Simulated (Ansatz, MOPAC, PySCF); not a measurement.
Species: lithium fluoride, LiF, net charge 0, singlet state. SMILES: [F][Li]
Coordinates optimised at B3LYP-D3(BJ)/def2-TZVP (Ansatz, an electronic-structure program):
```xyz
2

Li     0.0000     0.0000    -1.1712
F      0.0000     0.0000     0.3904
```

Unscaled harmonic wavenumbers (cm⁻¹) in rising order, each level at the stationary point that it reaches from this structure (no distance between atoms moves by over 0.3 Å); the order of modes can differ between levels, and a negative number is imaginary. B3LYP-D3(BJ)/def2-TZVP (PySCF, at the structure above): 926.

PM3 (MOPAC): 988. Zero-point energy 1.4 against 1.3 kcal/mol; where all levels lie over 400 cm⁻¹, the wavenumbers are on average 1.067 times those of B3LYP-D3(BJ)/def2-TZVP.

PM7 (MOPAC): 695. Zero-point energy 1.0 against 1.3 kcal/mol; where all levels lie over 400 cm⁻¹, the wavenumbers are on average 0.751 times those of B3LYP-D3(BJ)/def2-TZVP.

HF/6-31G* (Ansatz): 1036. Zero-point energy 1.5 against 1.3 kcal/mol; where all levels lie over 400 cm⁻¹, the wavenumbers are on average 1.118 times those of B3LYP-D3(BJ)/def2-TZVP.
